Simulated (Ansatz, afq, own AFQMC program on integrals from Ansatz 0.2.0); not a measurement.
CH2B, doublet: AFQMC among the cluster methods

```csv
atom,x (Å),y (Å),z (Å)
B,0.0000,0.0000,1.1078
C,0.0000,0.0000,-0.7722
H,0.0000,-0.9252,-1.3405
H,0.0000,0.9252,-1.3405
```

Connectivity, by distances: B–CH2.

Basis cc-pVDZ. Only valence electrons are correlated. Ansatz 0.2.0 and our own AFQMC program on the same integrals; the CISD trial comes from CCSD amplitudes, and released means the phaseless constraint is let go. Uncertainties: one standard error, sampling alone.

Determinant: ROHF, the one that the program's search chose, which needn't be the lowest solution. The geometry is a point of a scan.

No full CI on the walks' own integrals is used here; CCSDT(Q) serves as the reference and is uncertain by about the last step of the cluster series.

Cautions: higher spins were not checked; a spin-contaminated unrestricted determinant lies lower (UHF 197 meV lower, ⟨S²⟩ 1.11).

```
T1 diagnostic                               : 0.0216
weight of the determinant in the CISD state : 0.867
size of the correlated space                : 9 electrons in 36 orbitals
```

```
  level  correlation energy (eV)
    MP2                  -4.7917
   CCSD                  -5.8917
CCSD(T)                  -6.0587
```

Question: Estimate where AFQMC with the constraint released lies against CCSD(T) on the same integrals.

Answer: 6.1 ± 2.9 kJ/mol below CCSD(T).

Reference: CCSDT(Q), correlation energy -6.102 eV. The released energy is read at 2.40 1/Eh (meV from the phaseless value at times in 1/Eh: -4 ± 15 at 0.24, -7 ± 15 at 0.51, -27 ± 17 at 0.99, -40 ± 23 at 1.62, -48 ± 30 at 2.40).

```tsv
level	E − E(reference) (kJ/mol)	share of correlation (%)
CCSD(T)	4.1	99.30
CCSDT	1.0	99.83
ph-AFQMC/CISD	2.7 ± 1.7	99.55
released AFQMC	-2.0 ± 2.9	100.33
```

A walk keeps the symmetry of its determinant, which the program's search chose and which needn't be the lowest solution, so a lower state of the same spin and another symmetry isn't excluded. Released energies are given only where the last usable release times agree within the noise; a slower fall can still hide under it.
